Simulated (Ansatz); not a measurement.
CH5N, SMILES CN, an active-space calculation

Run with the Python package of Ansatz (0.2.0).

Contents of `ch5n.xyz`:
```text
7

C    -0.47795   -0.13864   -0.28538
N     0.79675    0.39012    0.16831
H    -0.97622   -0.80340    0.43479
H    -0.31409   -0.69304   -1.20862
H    -1.14340    0.69682   -0.49888
H     1.44208   -0.36858    0.36324
H     0.67283    0.91672    1.02653
```

`cas.py`:
```python
'''Static correlation in CH5N: natural occupations of an active space.'''

import warnings

import ansatz as az

warnings.simplefilter('ignore', az.DeckWarning)

geometry = az.Crystal.molecule_from_extxyz('ch5n.xyz')

calculation = (
    geometry.calculation()
    .basis(gaussian='def2-SVP')
    .scf(lower_state_search='off')
    .correlation(active_electrons=6, active_orbitals=6)
)
for method in [None, 'sc_nevpt2']:
    report = (calculation if method is None else calculation.correlation(method)).run(threads=1, pin='off').report
    space = report['configurations']
    state = space['states'][0]
    print(method or 'casscf', f'total {report["free_energy_ev"] / 27.211386246:.6f} Ha, active-space state {state["energy"]["hartree"]:.6f} Ha, mean field {report["reference_energy_ev"] / 27.211386246:.6f} Ha')
    print('  determinants', state['n_determinants'], ' natural occupations', [round(n, 3) for n in space['natural_occupations']])
```

`python cas.py` gives:
```text
casscf total -95.202150 Ha, active-space state -95.202150 Ha, mean field -95.145164 Ha
  determinants 400  natural occupations [1.983, 1.98, 1.979, 0.02, 0.019, 0.019]
sc_nevpt2 total -95.465715 Ha, active-space state -95.202149 Ha, mean field -95.145164 Ha
  determinants 400  natural occupations [1.983, 1.98, 1.979, 0.02, 0.019, 0.019]
```

The settings weren't tested for convergence. The geometry is a force-field or estimated start, not a minimum of this method, and the basis set is short of its limit. The active space starts as a window about the frontier orbitals and is then optimised, not chosen by chemistry. Finished in 1.2 s on 1 thread of Intel(R) Xeon(R) 6975P-C (Granite Rapids), with other jobs on the host, peak memory 0.16 GiB.
